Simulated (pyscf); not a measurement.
**Routes from F–Si(SiH₃)(SiH₃)–SiH₃ + CH₃•**

Candidate steps break at most two bonds and form at most two. Each was searched with GFN2-xTB (tblite) first. Optimised with ωB97X-D3(BJ)/def2-SVP in PySCF. Energies: ωB97M-D3(BJ)/def2-TZVP, kcal/mol, from the separated reactants, doublet surface; ΔG‡ with ideal gas, 1 atm, RRHO with modes under 100 cm⁻¹ raised to 100, one conformer, R ln 2 for chiral ones without a mode under 150 cm⁻¹.

| products | type | ΔE‡ | ΔE | ΔG‡ 298 K | ΔG‡ 900 K | ν‡ (cm⁻¹) |
|---|---|---|---|---|---|---|
| H₃C–Si(F)(SiH₃)–SiH₃ + SiH₃• | substitution at Si | 2.9 | -15.8 | 15.3 | 36.9 | 296i |
| F–Si(SiH₂•)(SiH₃)–SiH₃ + CH₄ | hydrogen abstraction | 6.1 | -19.9 | 14.9 | 32.9 | 828i |

Row 1: On the product side the descent ends in a complex, 4.7 kcal/mol under the separated species and 18.1 kcal/mol under the saddle at ωB97X-D3(BJ)/def2-TZVP. 

Plain bond fissions and candidates not yet searched are not listed, and one of them may be faster. Each barrier is that of the saddle found; lower ones may exist.
